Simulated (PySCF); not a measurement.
**Relaxation of singlet S₃**

Computed with PySCF, PBE0, basis S def2-TZVP (no relativity, density fitting). A (50,194) grid was used.

A hand-made bent start, of C2v symmetry, held to at least that symmetry:

```xyz
3
charge 0 multiplicity 1, angstrom
S     0.0000    0.0000   -0.7189
S     1.5400    0.0000    0.3594
S    -1.5400    0.0000    0.3594
```

Optimiser trace:
```
step  E − E(last) (kJ/mol)  largest gradient (Eh/bohr)
   0                 11.15                     0.02448
   1                  0.36                     0.00394
   2                  0.00                     0.00017
   3                  0.00                     0.00000
```

It ends at C2v with S–S 1.905 Å (×2); S–S–S 118.0°. A frequency run shows a minimum. Other isomers or separated fragments may lie lower.

The relaxation took 7.6 s on 2 threads of a shared Intel Xeon Platinum 8175M @ 2.50GHz (Skylake/Cascade Lake) host, with 111 basis functions and 4 gradients; the process peaked at 0.54 GiB. Launch command: `OMP_NUM_THREADS=2 python axn.py task.json out`.
